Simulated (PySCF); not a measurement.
## Telling isomers of C4H10O apart by NMR

PySCF 2.14 calculation with geometry from GFN2-xTB, PBE0/pcSseg-1 with gauge-including orbitals and B3LYP/pcJ-1 coupling constants (spin–dipole term left out of most H,H and C,H couplings); one conformer, no relativistic terms, gas phase, averaged over atoms made equivalent by symmetry, fast rotation or ring inversion.

δ = σ(ref) − σ, references computed at the same level: $^{1}$H (σ = 31.72 ppm) and $^{13}$C (σ = 186.93 ppm) vs TMS. Multiplet labels drop J under 1 Hz and among equivalent protons, and merge close values. Unscaled 3J(H,H) run several per cent high. Shifts are as computed. Against solution values, carbons near 30 ppm lie about +3 ppm off and those near 130 ppm about +5 ppm. Of 1211 compounds with measured shifts, 218 miss one by over three times the rms of a fit or turn the order of signals round; such compounds aren't used in these exercises. Across acyclic CH2–CH2 and CH–CH2 bonds, 3J(H,H) assumes equally populated rotamers. OH and NH positions are gas-phase values without hydrogen bonding to other molecules.

(1) Tabulate the signals of `CCCOC`, `CC(C)CO` and their relative energies.

(2) What is the quickest way to tell CCCOC from CC(C)CO?

Answers

(1) 
```tsv
SMILES	carbon types	δC	δH	E rel. (kcal/mol)
CCCOC	2×CH2 2×CH3	80.6, 61.6, 27.7, 11.7	3.52 (s, 3H), 3.25 (t, 2H), 1.68 (sext, 2H), 0.91 (t, 3H)	8.7
CC(C)CO	1×CH 1×CH2 2×CH3	74.7, 38.4, 20.7	3.58 (d, 2H), 1.20 (sept of t, 1H), 0.99 (d, 6H), -0.29 (br s, 1H)	0.0
```

Energies are electronic energies at PBE0/pcSseg-1 on these geometries, without zero-point or thermal terms, each for the one conformer computed, which needn't be the lowest.

(2) Count the carbon signals: 4 against 3. The first has an sp3 CH2 at 27.7 ppm, the second an sp3 CH at 38.4 ppm. Their most deshielded carbons lie at 80.6 and 74.7 ppm.
